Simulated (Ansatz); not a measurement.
Reaction (substitution at a C–C bond): `CC(N)CN` + H–F → `CC(N)F` + CH₃NH₂

Calculated with Ansatz (gas phase, PBE0-D4/def2-TZVP geometries, no zero-point term in ΔE). CCSD(T)/CBS adds triple-zeta CCSD(T) − MP2 to the extrapolated MP2 energy (def2 sets, frozen cores). This one scheme is used for every species. Functionals use def2-TZVPP. B3LYP here is the variant with VWN-RPA as its local correlation; programs differ in this. HSE06 is defined as in plane-wave codes. Each species was taken in one conformer, which may not be the lowest.

CCSD(T)/CBS gives +15.7 kJ/mol.

Task: Another level gave -3.3 kJ/mol. Which?
A. PBE-QIDH/def2-TZVPP
B. HSE06-D4/def2-TZVPP
C. LC-ωPBE/def2-TZVPP
D. B3LYP/def2-TZVPP

Result: C. LC-ωPBE -3.3, B3LYP -16.6, PBE-QIDH 10.3, HSE06-D4 4.9 kJ/mol.

Largest T1 diagnostic among the species: 0.010.

From PBE to PBE0 (25 % exact exchange), in def2-TZVPP and without D4, ΔE moves by +5.5 kJ/mol. At CCSD(T), def2-SVP lies −12.7 kJ/mol from the extrapolated value and def2-TZVPP −2.3 kJ/mol. In def2-TZVPP, CCSD(T) changes the Hartree–Fock value by +33.7 kJ/mol (the triples alone add +3.3 kJ/mol) and MP2 by +43.1 kJ/mol.
